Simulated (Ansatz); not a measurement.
`BBN` and `BN` differ in one atom or group.

Ansatz, PBE0-D4/def2-TZVP geometries, multiplicity 1. Each molecule was computed in one conformer, which needn't be the lowest.

```json
{"property": "size of the dipole moment (PBE/def2-TZVPP) / D", "`BBN`": "2.13"}
{"property": "LUMO energy (PBE0/def2-TZVPP) / eV", "`BBN`": "-1.55"}
{"property": "HOMO–LUMO gap (PBE0/def2-TZVPP) / eV", "`BBN`": "6.33"}
{"property": "HOMO energy (ωB97M-V/def2-TZVPP) / eV", "`BBN`": "-10.16"}
{"property": "HOMO–LUMO gap (ωB97M-V/def2-TZVPP) / eV", "`BBN`": "10.49"}
{"property": "HOMO energy (PBE/def2-TZVPP) / eV", "`BBN`": "-6.55"}
```

(1) What does the change do to each property? (Estimate.)

Results:

(1) Ansatz gave: 
```tsv
property	`BN`	shift
size of the dipole moment (PBE/def2-TZVPP) / D	2.07	-0.06
LUMO energy (PBE0/def2-TZVPP) / eV	0.23	1.78
HOMO–LUMO gap (PBE0/def2-TZVPP) / eV	8.92	2.59
HOMO energy (ωB97M-V/def2-TZVPP) / eV	-11.12	-0.96
HOMO–LUMO gap (ωB97M-V/def2-TZVPP) / eV	13.18	2.69
HOMO energy (PBE/def2-TZVPP) / eV	-7.34	-0.79
```

With PBE0 the HOMO falls by 0.82 eV and the LUMO rises by 1.78 eV, so the gap widens by about 2.60 eV. PBE moves the HOMO by -0.79 eV and ωB97M-V by -0.96 eV. The zero-point energy changes by -30.1 kJ/mol with -6 modes. Dipoles are sizes alone; their direction can turn.
